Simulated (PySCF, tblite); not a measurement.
Isomers of C5H5 (doublet state). All values are computed: GFN2-xTB (tblite) harmonic vibrations without scaling, gas phase. Errors from tens to a few hundred cm⁻¹ against measured bands are possible. One conformer each. Open shells enter through the occupations alone, without spin polarisation, and single modes of such species can be off by tens of per cent.

Electronic energies: B3LYP/pcH-1 single points on the GFN2-xTB geometries (PySCF, gas phase).

```json
{"SMILES": "[CH2]C#CC=C", "electronic energy, lowest = 0 (kcal/mol)": "25.5"}
{"SMILES": "C#CC([CH2])=C", "electronic energy, lowest = 0 (kcal/mol)": "33.8"}
{"SMILES": "[CH]1C=CC=C1", "electronic energy, lowest = 0 (kcal/mol)": "0.0"}
```

Question: How do GFN2-xTB zero-point energies change the relative energies?

Answer: 
```
       SMILES  ZPE (kcal/mol)  of it from modes above 1550 cm⁻¹  electronic (kcal/mol)  with ZPE, lowest = 0 (kcal/mol)  lowest mode (cm⁻¹)  rings
 [CH]1C=CC=C1            47.4                              22.5                    0.0                              0.0                 281      1
  [CH2]C#CC=C            46.1                              27.4                   25.5                             24.2                 136      0
C#CC([CH2])=C            46.2                              26.0                   33.8                             32.5                 164      0
```

The zero-point energies span 1.3 kcal/mol, from `[CH2]C#CC=C` to `[CH]1C=CC=C1`. The order is unchanged.

Question: And how do the electronic energies of GFN2-xTB itself compare?

Answer: `[CH]1C=CC=C1` 0.0; `[CH2]C#CC=C` 35.5; `C#CC([CH2])=C` 42.7 kcal/mol, lowest = 0. Against the energies above, taken from the same isomer `[CH]1C=CC=C1`, the largest difference is 10.0 kcal/mol.

Question: What do entropy and thermal enthalpy add at 298.15 K and 1 bar (rigid rotor, harmonic oscillator, one conformer each)?

Answer: 
```
       SMILES  point group  symmetry number  S (cal/(mol K))  H − H(0) (kcal/mol)  ZPE + H − H(0) − TS (kcal/mol)
 [CH]1C=CC=C1          C2v                2             67.8                 3.45                            30.7
  [CH2]C#CC=C           Cs                1             76.4                 4.45                            27.8
C#CC([CH2])=C          C2v                2             73.4                 4.22                            28.5
```

S holds R ln(2S + 1) for the spin.
